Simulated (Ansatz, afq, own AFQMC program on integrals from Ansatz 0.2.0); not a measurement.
AlPH, doublet: AFQMC among the cluster methods

| atom | x (Å) | y (Å) | z (Å) |
| --- | --- | --- | --- |
| Al | 0.0000 | 0.0000 | 0.1876 |
| P | 0.0000 | 0.0000 | -1.9566 |
| H | 0.0000 | 0.0000 | 1.7690 |

Connectivity, by distances: AlH–P.

Basis 6-31G. Noble-gas cores (and the filled d shells of Ga–Kr and In–Xe) are frozen. Integrals, coupled cluster, full CI and functionals: Ansatz 0.2.0; the random walks run on the same integrals in our own AFQMC program. The CISD trial takes its coefficients from CCSD amplitudes. Released means that phaseless walkers are propagated on without the constraint, phases kept. Uncertainties: one standard error, sampling alone.

Determinant: UHF, the one that the program's search chose, which needn't be the lowest solution. The geometry is a point of a scan.

Full CI on the same integrals is exact in this basis and with this determinant's frozen core.

Cautions: strong correlation (T1 0.052, weight of the determinant 0.86, largest double 0.13); unrestricted determinant spin contaminated (⟨S²⟩ 0.91 against 0.75); the released energies have errors that jump between times, so the bars are unsure, so no released level is given (meV from the phaseless value at times in 1/Eh: -3 ± 3 at 0.24, -34 ± 32 at 0.51, -6.4 ± 2.4 at 0.99, -8.5 ± 2.3 at 1.62, -8.9 ± 1.9 at 2.40), though the last usable value meets full CI within the noise.

```
T1 diagnostic                               : 0.0521
weight of the determinant in the CISD state : 0.859
⟨S²⟩ of the determinant                     : 0.913
size of the correlated space                : 9 electrons in 18 orbitals
```

```tsv
level	correlation energy (eV)
MP2	-1.9563
CCSD	-2.5919
CCSD(T)	-2.6798
```

Q: Estimate where phaseless AFQMC with the Hartree–Fock trial lies against CCSD(T) on the same integrals.

A: 0.61 ± 0.84 mEh below CCSD(T). The gap is under twice the noise, so this walk alone can't tell the two apart.

Reference: full CI, correlation energy -2.722 eV.

```csv
level,E − E(reference) (mEh),share of correlation (%)
CCSD(T),1.57,98.43
CCSDT,0.13,99.87
CCSDT(Q),-0.11,100.11
CCSDTQ,-0.01,100.01
ph-AFQMC/HF,0.96 ± 0.84,99.04
ph-AFQMC/CISD,0.37 ± 0.12,99.63
```

CCSDT and higher add their correlation energy to the determinant of the CCSD(T) run, since their own runs factorise the integrals more tightly (a shift of under 2 meV). A walk keeps the symmetry of its determinant, which the program's search chose and which needn't be the lowest solution, so a lower state of the same spin and another symmetry isn't excluded.
